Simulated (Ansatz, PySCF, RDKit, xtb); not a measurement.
# Solving [C3H4]−, step by step

Task: start from the formula [C3H4]− (charge -1, odd number of electrons), draw up candidate structures, narrow them down in stages, and characterise the one that lies lowest at 298.15 K.

The funnel: GFN2-xTB relaxations, single points with a density functional, relaxations at B3LYP-D3(BJ)/def2-SVPD, harmonic vibrations, and a last energy at a higher level. All values are calculated.

6 further runs of the same task are left out: 6 set aside as unsound or not needed.

## Step 1: Drawing up candidates

A program enumerates the bonding patterns with one Lewis structure each (two rings at most, one unusual centre or charged pair), with their diastereomers. O–O, O–halogen and N–halogen bonds and N–N–N chains are not drawn. That gives 4 candidates.

```tsv
label	SMILES	spin
c293	[CH-]=[C]C	doublet
c529	[CH]=C[CH2-]	doublet
c537	[CH]1[CH-]C1	doublet
c915	C=[C][CH2-]	doublet
```

Candidates are built by distance geometry, with a force field where one applies, in up to four conformers (letters a to d). 6 starts with atoms placed at random are added, to find patterns that the rules miss.

**Question.** With final energies at CCSD(T)/def2-SVPD + MP2/def2-TZVPPD - MP2/def2-SVPD, which structure will this search put lowest in free energy, and by what margin?

| quantity | value |
| --- | --- |
| lowest structure found | C=[C][CH2-], doublet, C2 |
| next finalist | [CH]=C[CH2-], doublet, 7.7 kcal/mol higher in G |
| share at equilibrium, among the finalists | 100.0 % |
| harmonic wavenumbers, lowest and highest (B3LYP-D3(BJ)/def2-SVPD) | 321 and 3077 cm⁻¹ |
| rotational constants, same geometry | 3.035, 0.3149, 0.2917 cm⁻¹ |
| HOMO energy (highest over α and β) (PBE0/def2-TZVPD) | 1.76 eV |
| LUMO energy (lowest over α and β) (PBE0/def2-TZVPD) | 4.29 eV |
| lowest excitation (TD-CAM-B3LYP/def2-SVPD) | 2.46 eV (f = 0.002) |
| strongest of the states computed, same level | 3.64 eV (f = 0.052) |
| vertical detachment energy | 0.19 eV |
| vertical quartet less doublet | +3.13 eV |

The search ends on `C=[C][CH2-]`. The margin of 7.7 kcal/mol over the next finalist is beyond the usual error of the last level; it says nothing of structures that weren't ranked. GFN2-xTB, r2SCAN-D4/def2-SVPD, B3LYP-D3(BJ)/def2-SVPD and MP2/def2-SVPD already put its bonding pattern lowest among the structures in one piece; HF/STO-3G favours the doublet [CH]=C[CH2-]; HF/def2-SVPD favours the doublet [CH]=C[CH2-]. In an anion, excitations above the detachment energy lie in the continuum and hang on the basis, so they needn't be bound states. The stability test raises a flag; for an open shell a flag towards a general spinor solution can be the free rotation of the spin. The search is not exhaustive (a finite list of starts, one conformer a finalist), so a lower isomer can't be ruled out. Patterns outside the rules of the enumeration were met only by chance.
